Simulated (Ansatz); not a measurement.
For wurtzite GaN, r²SCAN (Ansatz, an electronic-structure program, PAW) gives:

```
Item                                   Value
------------------------------  ------------
equilibrium lattice constant a       3.183 Å
lattice parameter c                  5.184 Å
cohesive energy                 4.47 eV/atom
```

What does Hartree–Fock (Ansatz, PAW) give for the same quantities?


- lattice constant a: 3.191 Å (goes up by 0.3 %)
- lattice parameter c: 5.173 Å (drops by 0.2 %)
- cohesive energy: 2.52 eV/atom (drops by 1.95 eV/atom)

For comparison: lattice constant a 3.189 Å (measured, room temperature, not corrected to a static lattice; as tabulated in Lucero et al. (2012), arXiv:1111.4515); lattice parameter c 5.185 Å (measured, room temperature, no zero-point or thermal correction; as tabulated in Lucero et al. (2012), arXiv:1111.4515); cohesive energy 4.53 eV/atom (measured, temperature not stated, not corrected to a static lattice; as tabulated in Zoroddu et al. (2001), arXiv:cond-mat/0011434).

Changes are worked out from the printed values.

Unless a cell is named, each level is at its own relaxed cell (r²SCAN 11.37, Hartree–Fock 11.40 Å³/atom).

Ansatz's density-functional and Hartree–Fock values are scalar-relativistic unless marked +SOC, with PAW data made under PBE.
